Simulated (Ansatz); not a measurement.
What each rung costs, and what it gives

The pair of CH₄S (SMILES CS, atoms 1–6) and CH₄ (SMILES C, atoms 7–11), both closed shells, in one local arrangement (a lower one may exist), relaxed at PBE0-D4/def2-TZVP:

```
atom    x (Å)    y (Å)    z (Å)
  C1  -0.2727   0.0674  -1.8405
  S2   1.4992   0.3222  -1.6025
  H3  -0.4681  -0.7612  -2.5198
  H4  -0.6533   0.9839  -2.2915
  H5  -0.7827  -0.0916  -0.8911
  H6   1.7687  -0.8763  -1.0627
  C7  -0.2176   0.0715   2.0400
  H8   0.2045   0.1803   3.0385
  H9   0.4911   0.4476   1.3017
 H10  -1.1465   0.6385   1.9784
 H11  -0.4225  -0.9823   1.8494
```

Interaction energies are counterpoise-corrected; the time is that of the whole pair.

Computed with Ansatz 0.2.0 (basis: as named in each row); correlated methods freeze the cores. B3LYP uses VWN-RPA correlation. Extrapolation: Hartree–Fock as exp(−7.88 √X), correlation as X^−2.97.

Times are rough, for one single point on 4 threads of a shared host (Arm Neoverse V1).

The estimate by CCSD(T) at an estimated basis limit (MP2 extrapolated from triple and quadruple zeta, plus CCSD(T) − MP2 in triple zeta) is -4.5 kJ/mol.

```json
{"method": "HF", "basis": "STO-3G", "time (s)": "under 1", "interaction energy (kJ/mol)": "2.4", "method less estimate": "6.8"}
{"method": "PBE-D4", "basis": "STO-3G", "time (s)": "under 1", "interaction energy (kJ/mol)": "-4.1", "method less estimate": "0.4"}
{"method": "SPW92", "basis": "def2-SVP", "time (s)": "under 1", "interaction energy (kJ/mol)": "-8.1", "method less estimate": "-3.7"}
{"method": "B3LYP-D4", "basis": "6-31G", "time (s)": "under 1", "interaction energy (kJ/mol)": "-4.4", "method less estimate": "0.1"}
{"method": "PBE-D4", "basis": "def2-SVP", "time (s)": "under 1", "interaction energy (kJ/mol)": "-5.7", "method less estimate": "-1.2"}
{"method": "PBE0-D4", "basis": "def2-SVP", "time (s)": "under 1", "interaction energy (kJ/mol)": "-5.1", "method less estimate": "-0.6"}
{"method": "CCSD(T)", "basis": "def2-SVP", "time (s)": "2", "interaction energy (kJ/mol)": "-0.6", "method less estimate": "3.8"}
{"method": "PBE-D4", "basis": "def2-TZVPPD", "time (s)": "2", "interaction energy (kJ/mol)": "-5.6", "method less estimate": "-1.2"}
{"method": "revPBE-D4", "basis": "def2-TZVPPD", "time (s)": "2", "interaction energy (kJ/mol)": "-4.5", "method less estimate": "0.0"}
{"method": "BLYP-D4", "basis": "def2-TZVPPD", "time (s)": "2", "interaction energy (kJ/mol)": "-3.8", "method less estimate": "0.6"}
{"method": "PBE0-D4", "basis": "def2-TZVPPD", "time (s)": "2", "interaction energy (kJ/mol)": "-5.0", "method less estimate": "-0.6"}
{"method": "HSE06-D4", "basis": "def2-TZVPPD", "time (s)": "2", "interaction energy (kJ/mol)": "-5.0", "method less estimate": "-0.6"}
{"method": "B3LYP-D4", "basis": "def2-TZVPPD", "time (s)": "2", "interaction energy (kJ/mol)": "-4.3", "method less estimate": "0.2"}
{"method": "wB97M-V", "basis": "def2-SVP", "time (s)": "3", "interaction energy (kJ/mol)": "-3.8", "method less estimate": "0.7"}
{"method": "r2SCAN-D4", "basis": "def2-TZVPPD", "time (s)": "4", "interaction energy (kJ/mol)": "-4.2", "method less estimate": "0.3"}
{"method": "B2PLYP", "basis": "def2-TZVPPD", "time (s)": "5", "interaction energy (kJ/mol)": "-1.0", "method less estimate": "3.5"}
{"method": "wB97X-V", "basis": "def2-TZVPPD", "time (s)": "6", "interaction energy (kJ/mol)": "-4.3", "method less estimate": "0.1"}
{"method": "B97M-V", "basis": "def2-TZVPPD", "time (s)": "8", "interaction energy (kJ/mol)": "-4.4", "method less estimate": "0.1"}
{"method": "wB97M-V", "basis": "def2-TZVPPD", "time (s)": "8", "interaction energy (kJ/mol)": "-4.2", "method less estimate": "0.3"}
{"method": "MP2", "basis": "def2-QZVPPD", "time (s)": "19", "interaction energy (kJ/mol)": "-4.3", "method less estimate": "0.1"}
{"method": "CCSD(T)", "basis": "def2-TZVPPD", "time (s)": "100", "interaction energy (kJ/mol)": "-3.7", "method less estimate": "0.7"}
```

T1 diagnostic: at most 0.010.
